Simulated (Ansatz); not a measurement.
CaB6-type LaB6, treated with r²SCAN-D4 (Ansatz, a quantum-chemistry and plane-wave program, plane waves, PAW).

Run with plane-wave cutoff 560 eV, 14×14×14 k mesh, Fermi–Dirac smearing 0.05 eV, scalar-relativistic PAW data made under PBE.

Computed at the level's own relaxed cell.

Q: Give the computed equilibrium volume per atom, bulk modulus, lattice constant a and pressure derivative B′ of the bulk modulus.

A: 
* **equilibrium volume per atom**: 10.14 Å³/atom
* **bulk modulus**: 183 GPa
* **lattice constant a**: 4.140 Å
* **pressure derivative B′ of the bulk modulus**: 3.7

The run finds no gap.

Measured, for comparison: equilibrium volume per atom 10.26 Å³/atom, lattice constant a 4.157 Å (296 K, no zero-point or thermal correction; as tabulated in Tsubota and Kitagawa (2017), doi:10.1038/s41598-017-15766-y); bulk modulus 164 ± 2 GPa (room temperature, no zero-point or thermal correction, isothermal; as tabulated in LaB6 under pressure, Phys. Rev. B 80, 172104 (doi 10.1103/PhysRevB.80.172104)). Computed (rounded) less measured: equilibrium volume per atom -1.2 %, bulk modulus +12 %, lattice constant a -0.4 %. A static lattice is as a rule a little smaller and stiffer than an uncorrected measurement, which narrows the difference in the equilibrium volume per atom, lattice constant a and would widen misses of the other sign.

Note: the bulk modulus comes from volumes at which shape and atoms were relaxed.

Spin–orbit coupling is not included.

The computed numbers hold no vibrational or temperature effects.
